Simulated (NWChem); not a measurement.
hydrogen isocyanide (CHN); SMILES [C-]#[NH+]

```xyz
3

C      0.0000     0.0000     0.7553
N      0.0000     0.0000    -0.4288
H      0.0000     0.0000    -1.4413
```
Atoms are numbered in this order, from 1.

Level: PBE-D3(BJ)/def2-SVP (NWChem), optimised geometry, unscaled harmonic frequencies. 

Task: List the harmonic frequencies with IR intensities, and the thermochemistry.

Result: 
```tsv
frequency (cm⁻¹)	IR intensity (km/mol)
535	127.2
535	127.2
2061	46.3
3709	209.6
```

```
Item                                                                                Value
-----------------------------------------------------------------------  ----------------
zero-point energy                                                            9.8 kcal/mol
thermal correction to the enthalpy at 298.15 K (with zero-point energy)     12.1 kcal/mol
heat capacity Cv                                                          7.3 cal/(mol K)
entropy at 298.15 K and 1 atm (symmetry number 1)                        48.8 cal/(mol K)
dipole moment                                                                      3.15 D
```

Rigid rotor and harmonic oscillator.
